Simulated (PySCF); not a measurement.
Isomers of C5H6S. Theory: PBE0-D3(BJ)/def2-SVP geometry optimisation, gas phase in PySCF 2.14.0. One conformer each; no zero-point energy, no entropy. No frequencies were run at this level. Point groups hold within 0.08 Å.

Question: Order them by energy at this level, lowest first, and give relative energies in kJ/mol.
A. `[CH:1]#[C:2][C:3](=[CH2:4])[S:5][CH3:6]` with C2–C3–S5–C6 1°
B. `CC#C[C@H]1CS1`

Answer: B (0.0), A (48.6).

As drawn, the lower has a three-membered ring, which the higher lacks; the higher has a C=C bond outside aromatic rings, which the lower lacks.

| SMILES | E (Eh) | E rel (kJ/mol) | dipole (D) | point group | A, B, C (MHz) |
| --- | --- | --- | --- | --- | --- |
| CC#C[C@H]1CS1 | -591.61714 | 0.0 | 2.01 | C1 | 9388, 1277, 1203 |
| C#CC(=C)SC | -591.59865 | 48.6 | 1.47 | Cs | 3750, 2746, 1602 |

How do the relative energies change in single points at BLYP/pcSseg-1 (no added dispersion term) on the same geometries?

```
       SMILES  PBE0-D3(BJ)/def2-SVP (kJ/mol)  BLYP/pcSseg-1 (kJ/mol)  shift
CC#C[C@H]1CS1                            0.0                     0.0    0.0
   C#CC(=C)SC                           48.6                    16.8  -31.8
```

Each column counts from its own lowest isomer. The order is unchanged; the largest shift is 31.8 kJ/mol.

As an exercise, what shares would exp(−E/RT) give at 2000 K from these electronic energies alone (no entropy, no degeneracies)?

RT = 16.629 kJ/mol: CC#C[C@H]1CS1 94.9 %, C#CC(=C)SC 5.1 %.
